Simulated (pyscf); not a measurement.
Structures and frequencies: ωB97X-D3(BJ)/def2-SVP in PySCF.

Question: What is the homolytic dissociation enthalpy (298 K, ωB97M-D3(BJ)/def2-TZVP) of the Bi–S bond of H₂N–Bi(NH₂)–SH, to H₂N–Bi•–NH₂ + SH•?

Answer: Bi–S to H₂N–Bi•–NH₂ + SH•: 60.7 kcal/mol. The 7 functionals that were run give +57.7 (M06-2X) to +68.3 kcal/mol (ωB97X-D3(BJ)/def2-TZVP). Other isomers of H₂N–Bi•–NH₂ were not searched in full and may lie lower. Left out: the spin-orbit lowering of SH. Elements past Kr carry the def2 core potentials, without spin-orbit coupling.
